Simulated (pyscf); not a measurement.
This saddle point was located with ωB97X-D3(BJ)/def2-SVP in PySCF.

```xyz
9

H     -0.8284     0.7407     0.6401
H      0.2114     0.7562     0.8070
C      0.2764    -0.4907    -1.1243
C     -0.9676    -0.3076    -1.0101
C     -1.8682     0.3162    -0.1632
H      0.5968     0.1998    -0.0059
H      1.0705    -0.9383    -1.7116
H     -2.3641     1.2305    -0.5161
H     -2.5003    -0.3142     0.4767
```

Surface: singlet, charge 0. Lowest wavenumbers (cm⁻¹): 1964i, 376, 565, 701, 806.

**Question.** Name the species on either side of this saddle.

**Answer.** `[H][H]` + `[CH2]=[C]=[CH2]` ⇌ `[CH]#[C][CH3]` + `[H][H]`, a concerted two-bond exchange read from left to right: H–H, C–H broken and C–H, H–H formed. At ωB97M-D3(BJ)/def2-TZVP it lies +49.7 kcal/mol from the left side and +49.4 kcal/mol from the right (each side as separated species at their lowest minima found). This is the saddle that the search found; another between the same sides may lie lower.
